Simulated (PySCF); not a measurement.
# The bond of AlF, level by level

An exercise on one series of results from a longer session: the logs are not shown, and one member is left open.

The runs use PySCF 2.14.0; Al def2-TZVPPD, F def2-TZVPPD, no relativity.

Set-up of the first run:

The job is set up so:

```yaml
atoms: Al, F
charge: 0
basis: Al def2-TZVPPD, F def2-TZVPPD
Hamiltonian: no relativity
basis_functions: 88
electrons_treated: 22
masses_in_u: 26.9815, 18.9984
levels: PBE0, PBE, r²SCAN, PBEsol, BLYP, MN15, TPSS, M06-2X, ωB97X-V, HF, MP2, SCS-MP2, CCSD, CCSD(T)
grid: 80 radial by 434 angular points
occupations: held fixed by the projection of orbital angular momentum
dissociation_limit: Al + F, each in its ground configuration
starting_distance_in_angstrom: 1.810
values_of_2S_to_try: 0, 2
```

Started as:

```sh
OMP_NUM_THREADS=2 python dia.py task.json out
```

Steps of the session up to this table: Set-up; The PBE0 curve of the state that the search chose; PBE (GGA); r²SCAN; PBEsol (GGA); BLYP; MN15 (hybrid meta-GGA); TPSS (meta-GGA); M06-2X (hybrid meta-GGA); ωB97X-V (range-separated hybrid); RHF; MP2 and coupled cluster.

One table of the session follows, with a row left open; its other results are not shown here.

It belongs to the step «Constants by level of theory». 

```
      level  Re (Å)  ωe (cm⁻¹)  De (eV)
        RHF   1.642        831     5.16
    RHF-MP2   1.673        778     7.22
RHF-SCS-MP2   1.672        780     7.02
   RHF-CCSD   1.664        795     6.72
RHF-CCSD(T)   1.669        785     6.85
        PBE   1.686        742     7.05
     PBEsol   1.677        756     7.33
       BLYP       ?          ?        ?
       TPSS   1.681        754     6.86
     r²SCAN   1.666        783     6.89
       PBE0   1.665        780     6.77
       MN15   1.667        779     7.24
     M06-2X   1.660        803     7.10
    ωB97X-V   1.670        779     6.96
```

Estimate the missing values for BLYP.

As computed: Re (Å): 1.692; ωe (cm⁻¹): 731; De (eV): 7.03. In the column «Re (Å)» it is the highest.
